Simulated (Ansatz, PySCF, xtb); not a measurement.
Acid–base and redox partners of OC=O. Gas-phase values, no solvent. One relaxed conformer stands for each flexible species; it need not be the lowest. Strings in code marks are SMILES.

Quantity: proton affinity at 298 K, in eV. Enthalpy corrections at 298 K come from GFN2-xTB frequencies (xtb).

Level 1: frozen-core MP2/cc-pVTZ // PBE0-D4/def2-TZVP (Ansatz, an electronic-structure program)
Level 2: B3LYP/3-21G // PBE0-D4/def2-TZVP (PySCF)
Level 3: PBE/6-31G* // PBE0-D4/def2-TZVP (PySCF)
Level 4: HF/3-21G // PBE0-D4/def2-TZVP (PySCF)

```json
[
 {"species": "proton added at O3: `O=C[OH2+]` (not the most basic site; O–C–O–H torsion 12°)", "level 1": "6.96", "level 2": "7.41", "level 3": "6.85", "level 4": "7.34"},
 {"species": "proton added at O1: `[O+](/[H])=C/O` (H–O–C–O torsion 0°)", "level 1": "7.58", "level 2": "7.62", "level 3": "7.58", "level 4": "7.72"}
]
```
